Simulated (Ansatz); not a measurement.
A run of Ansatz (development build ahead of 0.2.0) on doublet CHO at this shape:

```xyz
3

C     0.0000    0.0000    0.0000
H     0.0000    0.9200   -0.6300
O     0.0000    0.0000    1.1407
```

Its results:

```
Converged                       : yes
Reference energy                : -111.72327 hartree
CCSD correlation energy         : -0.12643 hartree
Triples correction              : -0.00376 hartree
Total energy                    : -111.85345 hartree
Spin squared of the determinant : 0.750
```

(1) Which input gives this output? Name the method, the orbitals and the basis set, and write the input.

Answers

(1) ROHF-CCSD(T) in STO-3G.

```yaml
crystal:
  periodic: [false, false, false]
  atoms:
    - { symbol: C, position_ang: [0.0, 0.0, 0.0] }
    - { symbol: H, position_ang: [0.0, 0.92, -0.63] }
    - { symbol: O, position_ang: [0.0, 0.0, 1.14072] }
basis:
  gaussian: { orbitals: STO-3G }
magnetization:
  initial_magnetization: 1
hamiltonian:
  xc: hf
correlation:
  method: ccsd_t
  frozen_orbitals: { C: 1, H: 0, O: 1 }
```
